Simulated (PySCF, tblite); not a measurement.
# C2H2F2O: geometry, infrared bands, NMR shifts, spin-spin couplings, electronic excitations and core binding energies

Wanted: the infrared bands, NMR shifts, spin-spin couplings, electronic excitations and core binding energies of C2H2F2O (`FC1(F)CO1`), by calculation.

Computed with tblite 0.8.0 and PySCF 2.14.0, with density-fitted response routines of our own, on a single molecule in the gas phase. Atoms count from 0, in the outputs and in this text.

### 1 The starting structure

7 atoms, charge 0, multiplicity 1; geometry from: GFN2-xTB.

Bonds of the start (Å): F0–C1 1.34, C1–F2 1.34, C1–C3 1.46, C3–O4 1.43, O4–C1 1.34, C3–H5 1.08, C3–H6 1.08.

### 2 Harmonic vibrations with GFN2-xTB

What the job is given:

```
{"job": {"kind": "ir", "xc": "GFN2-xTB", "basis": "xTB"}, "charge": 0, "multiplicity": 1}
F      1.287693     1.225469    -0.113954
C      0.663256     0.053095     0.021682
F      1.468817    -0.900691    -0.451670
C     -0.785314    -0.056897    -0.062700
O     -0.027171    -0.184061     1.143502
H     -1.224664    -0.976256    -0.426301
H     -1.379283     0.844246    -0.137637
```

**Question.** This job is followed by: PBE0-D3(BJ)/def2-SVP geometry optimisation, gas phase; GIAO PBE0/pcSseg-1 NMR shielding, non-relativistic, gas phase; B3LYP/pcJ-1 indirect spin-spin coupling, non-relativistic, gas phase; TDDFT PBE0/def2-SVPD, vertical, gas phase, core orbitals frozen in the response; GIAO B97-2/pcSseg-2 NMR shielding, non-relativistic, gas phase; delta-SCF UKS SCAN, pcX-2 on the ionised atom, pcseg-1 elsewhere, spin-free X2C. What will the session give for the following? strongest single infrared mode (GFN2-xTB); zero-point energy (GFN2-xTB); point group; rotational constants (main isotopes); ¹³C shifts against TMS (PBE0/pcSseg-1); ¹H shifts against TMS (PBE0/pcSseg-1, means over atoms taken as alike); ¹⁹F shifts against CFCl3 (PBE0/pcSseg-1, means over atoms taken as alike); ¹⁷O shifts against H2O (PBE0/pcSseg-1); largest coupling of the table (B3LYP/pcJ-1); lowest singlet (PBE0/def2-SVPD); brightest single state of those computed; lowest triplet; vertical ionisation energy (ΔSCF); C1s binding energies, SCAN/pcX-2; F1s binding energies, SCAN/pcX-2; O1s binding energies, SCAN/pcX-2; range of the shift of O4.

The runs gave:

```
                                                                 quantity                        value
                                strongest single infrared mode (GFN2-xTB)        1166 cm⁻¹, 282 km/mol
                                             zero-point energy (GFN2-xTB)                25.4 kcal/mol
                                                              point group                           Cs
                                     rotational constants (main isotopes)         8.00, 6.02, 4.48 GHz
                                   ¹³C shifts against TMS (PBE0/pcSseg-1)              113.1, 53.2 ppm
   ¹H shifts against TMS (PBE0/pcSseg-1, means over atoms taken as alike)                     3.09 ppm
¹⁹F shifts against CFCl3 (PBE0/pcSseg-1, means over atoms taken as alike)                   -128.2 ppm
                                   ¹⁷O shifts against H2O (PBE0/pcSseg-1)                     81.5 ppm
                              largest coupling of the table (B3LYP/pcJ-1)     ¹J(F,C) F0–C1, -359.5 Hz
                                          lowest singlet (PBE0/def2-SVPD)  8.50 eV (146 nm), f = 0.006
                                 brightest single state of those computed  state 3, 9.08 eV, f = 0.085
                                                           lowest triplet                      7.89 eV
                                        vertical ionisation energy (ΔSCF)                     12.17 eV
                                         C1s binding energies, SCAN/pcX-2      C1 297.64, C3 293.48 eV
                                         F1s binding energies, SCAN/pcX-2                 F0 694.15 eV
                                         O1s binding energies, SCAN/pcX-2                 O4 539.97 eV
                                                 range of the shift of O4             76.0 to 81.5 ppm
```

In words: All 15 modes are real, so the xTB geometry is a minimum. The strongest single mode, at 1166 cm⁻¹, moves mainly C1. GFN2-xTB is a fitted tight-binding method: band positions and strengths are rough. Its intensities can rank the bands wrongly. Relaxing lowered the energy by 0.037 eV in 6 steps; the close pair that moved most is C3–O4, from 1.430 to 1.457 Å. At PBE0/pcSseg-1: Shielding is most anisotropic at O4 (span 249 ppm, paramagnetic term -144 ppm). Of the pairs tabulated at B3LYP/pcJ-1, F0–C1 (mean over like pairs) couples most strongly (-359.5 Hz; Fermi contact -344.5 Hz). Density functionals describe couplings to fluorine poorly, F–F couplings above all, so those rows are rough. The lowest singlet, at 8.50 eV, is HOMO→LUMO+1 0.95 and is weak; of the 10 states computed, the strongest absorption comes from state 3 at 9.08 eV. The lowest triplet lies 0.62 eV below the lowest singlet (triplets in Tamm-Dancoff, singlets in full TDDFT). ΔSCF puts the ionisation energy at 12.17 eV, 2.62 eV above −ε(HOMO). C1 (three-membered-ring carbon bearing a halogen) binds its C1s electron 4.16 eV more tightly than C3 (epoxide ring carbon). Across the 2 runs the shift of O4 moves most, between 76.0 (B97-2/pcSseg-2) and 81.5 ppm (PBE0/pcSseg-1).
